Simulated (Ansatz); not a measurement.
Species, as SMILES: [CH2]Cl (CH2-Cl), doublet.
Atoms: C1, Cl2, H3, H4. Bonds: C1-Cl2, C1-H3, C1-H4.

Basis-set convergence of the optimised C1-Cl2 bond length at B3LYP with Ansatz (an electronic-structure program). Cartesian d functions, on some or all atoms, in 6-31G*; all else is spherical. The program fits the integrals of some runs and decomposes those of others, by size. Core-valence sets carry the plain set on hydrogen. Open shells are unrestricted. No added dispersion term, no relativity. Reference: the value in def2-QZVPPD, 1.6973 Å, itself unsure by roughly 0.0001 Å (its mean distance from pcseg-3, def2-QZVPP, cc-pV(Q+d)Z). Deviations are taken from unrounded values.

```csv
basis,functions,optimised C1-Cl2 bond length (Å),minus reference (Å)
def2-SV(P),36,1.7075,0.0102
6-31G*,38,1.7140,0.0168
cc-pV(D+d)Z,47,1.7056,0.0083
def2-SVPD,63,1.7130,0.0158
"6-311++G(2d,2p)",82,1.7095,0.0122
def2-TZVPP,101,1.6979,0.0006
cc-pCVTZ,130,1.6994,0.0021
cc-pV(Q+d)Z,179,1.6973,0.0000
pcseg-3,190,1.6969,-0.0003
```

The smallest set listed that lies within 0.005 Å of the reference with all its larger relatives (same family, alike in diffuse functions; a set with none counts only in the reference's own line) is def2-TZVPP (101 functions, 0.0006 Å off). Inside, with no larger relative to test it: cc-pCVTZ, cc-pV(Q+d)Z, pcseg-3. (Relatives not listed, tested too: def2-QZVP 0.0000, def2-QZVPP 0.0000 Å.)
